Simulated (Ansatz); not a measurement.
Relaxation of CH$_{3}$NO (6 atoms, charge 0, multiplicity 1), to a largest force component of 0.02 eV/Å in at most 50 steps.

Computed with UKS PBE0/cc-pVDZ in Ansatz.

```xyz
6
Properties=species:S:1:pos:R:3:forces:R:3
N -0.929 -0.343 -0.051 -9.58 -8.19 3.76
C 0.219 0.090 -0.239 18.35 -0.31 8.10
O 0.964 0.204 0.822 -1.74 0.22 -4.26
H -1.382 -0.325 -0.974 -2.35 -3.56 -1.25
H 0.716 0.352 -1.202 -0.53 0.08 -0.40
H -0.768 0.352 -0.621 -4.15 11.76 -5.95
```

Where does it end, and by what steps?

The forces met the threshold. After 14 steps the energy has fallen by 6.765 eV; H6 moved furthest, 1.10 Å. The start is strongly strained (largest force component 18 eV/Å), so its close contacts needn't be bonds. Parted: C2–H6.

```
step  energy less start (eV)  largest force component (eV/Å)  accepted
   0                  0.0000                          18.350       yes
   1                 -3.1205                           8.083       yes
   2                 -4.6540                           2.837       yes
   3                 -5.3714                           2.089       yes
   4                 -5.8225                           1.303       yes
   5                 -5.8694                           1.572       yes
   6                 -6.0855                           1.882       yes
   7                 -6.3906                           1.097       yes
   8                 -6.6189                           1.006       yes
   9                 -6.7534                           0.378       yes
  10                 -6.7572                           0.399       yes
  11                 -6.7624                           0.204       yes
  12                 -6.7644                           0.128       yes
  13                 -6.7652                           0.074       yes
  14                 -6.7654                           0.007       yes
```

```xyz
6
Properties=species:S:1:pos:R:3
N -0.880 0.034 -0.492
C 0.455 0.068 -0.257
O 0.974 0.539 0.730
H -1.256 -0.354 -1.345
H 1.036 -0.400 -1.089
H -1.509 0.442 0.188
```

Whether the end is a true minimum wasn't checked by a vibrational analysis.

Run time: 30 s on 1 thread of Arm Neoverse V2 (shared host), peak memory 0.13 GiB.
